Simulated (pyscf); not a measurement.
PySCF, gas phase, ωB97X-D3(BJ)/def2-SVP geometries.

Task: PBE/def2-TZVP puts the barrier of H₃C–Si(F)(SiH₃)–SiH₃ (SMILES C[Si](F)([SiH3])[SiH3]) + SiH₃• (SMILES [SiH3]) -> F–Si(SiH₃)(SiH₃)–SiH₃ (SMILES F[Si]([SiH3])([SiH3])[SiH3]) + CH₃• (SMILES [CH3]) (substitution at Si; doublet surface; C–Si broken, Si–Si formed) at 15.5 kcal/mol and the reaction energy at +15.4 kcal/mol, from the separated reactants. What do PBE0-D3(BJ)/def2-TZVP, M06-2X/def2-TZVP, ωB97M-D3(BJ)/def2-TZVP give on the same structures?

Result: PBE0-D3(BJ): ΔE‡ = 14.9 kcal/mol, ΔE = +14.2 kcal/mol; M06-2X: ΔE‡ = 20.9 kcal/mol, ΔE = +18.1 kcal/mol; ωB97M-D3(BJ): ΔE‡ = 18.7 kcal/mol, ΔE = +15.8 kcal/mol. PBE's barrier lies among them. Its reaction energy lies among theirs. On the reactant side the descent ends in a complex, 4.7 kcal/mol under the separated species and 18.1 kcal/mol under the saddle at ωB97X-D3(BJ)/def2-TZVP. At ωB97X-D3(BJ)/def2-TZVP the barrier from the zero used here is 13.4 kcal/mol. One saddle was located; it need not be the lowest between these sides. The angle at the attacked Si is 178°.
